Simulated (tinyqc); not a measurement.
Inside a calculation. Method: MP2 on RHF in the sto-3g basis, for HF, spin multiplicity 1. One step of it, computed by the program tinyqc.

Question. Orthogonalisation. S = U s U^T; symmetric (Loewdin) form X = U s^(-1/2) U^T, so that X^T S X = 1.

overlap S, lower triangle:
```
           1F 1s     1F 2s    1F 2px    1F 2py    1F 2pz     2H 1s
1F 1s   1.000000
1F 2s   0.237990  1.000000
1F 2px  0.000000  0.000000  1.000000
1F 2py  0.000000  0.000000  0.000000  1.000000
1F 2pz  0.000000  0.000000  0.000000  0.000000  1.000000
2H 1s   0.043602  0.414096  0.000000  0.000000  0.330546  1.000000
```

Give: eigenvalues of S; X.

Answer.

eigenvalues of S: 0.449  0.846  1.000  1.000  1.126  1.579

X, lower triangle:
```
         1F 1s   1F 2s  1F 2px  1F 2py  1F 2pz  2H 1s
1F 1s    1.023
1F 2s   -0.132   1.108
1F 2px   0.000   0.000   1.000
1F 2py   0.000   0.000   0.000   1.000
1F 2pz  -0.007   0.067   0.000   0.000   1.052
2H 1s    0.021  -0.259   0.000   0.000  -0.203  1.135
```
